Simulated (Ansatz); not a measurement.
Born–Oppenheimer molecular dynamics of CH₇AlO (10 atoms, charge 0, multiplicity 1). It starts at the highest image of a converged band. Of that band: The profile has 2 maxima (images 1, 4) with wells between them (image 3): this band takes more than one step, which may be the mechanism or a detour left from its start path. A vibrational analysis at the climbing image gives one clearly imaginary mode, 1111i cm⁻¹: a first-order saddle point.

Theory: Ansatz, RKS PBE-D4/6-31G*.

```json
{
 "ensemble": "NVE (velocity Verlet)",
 "time step": "0.5 fs",
 "steps asked": "200",
 "starting velocities drawn for": "300 K",
 "seed": "4028"
}
```

First frame:

```xyz
10
Properties=species:S:1:pos:R:3
Al -0.104 -0.191 -0.148
H -0.208 -0.275 1.650
H 1.094 0.772 -0.575
H -1.578 -0.193 -0.772
O 0.468 -1.939 0.337
C -0.439 -3.043 0.187
H 0.020 -3.945 0.625
H -1.404 -2.847 0.693
H -0.636 -3.221 -0.884
H 0.153 -1.217 1.332
```

How far do the bonds stretch over the last three quarters of this one trajectory? (Pairs bonded in most of those frames.)


| bond | mean (Å) | spread (Å) | shortest | longest |
| --- | --- | --- | --- | --- |
| Al1–H3 | 1.599 | 0.031 | 1.55 | 1.65 |
| Al1–H4 | 1.617 | 0.059 | 1.53 | 1.71 |
| Al1–O5 | 1.723 | 0.063 | 1.63 | 1.83 |
| H2–H10 | 0.752 | 0.005 | 0.75 | 0.76 |
| O5–C6 | 1.418 | 0.030 | 1.37 | 1.47 |
| C6–H7 | 1.109 | 0.030 | 1.06 | 1.15 |
| C6–H8 | 1.116 | 0.042 | 1.05 | 1.18 |
| C6–H9 | 1.109 | 0.021 | 1.07 | 1.14 |

Mean temperature of the second half: 828 K. The conserved energy stayed within 0.22 meV per atom of its start (net change 0.19 meV per atom), so the integration is sound. The kinetic energy rose, since the run started high on the potential surface and went downhill. It ends in pieces (CH5AlO + H2), so much of that is their flight and rotation, not heat. A run of 0.1 ps of so small a system gives no equilibrium averages. The orbitals stay closed-shell, which can raise the energy where a bond breaks towards radicals; this wasn't checked here.

Time of the run: 5.7 min on 1 thread of AMD EPYC 7R43 64-Core Processor (Zen 3), on a shared host, peak memory 0.12 GiB.
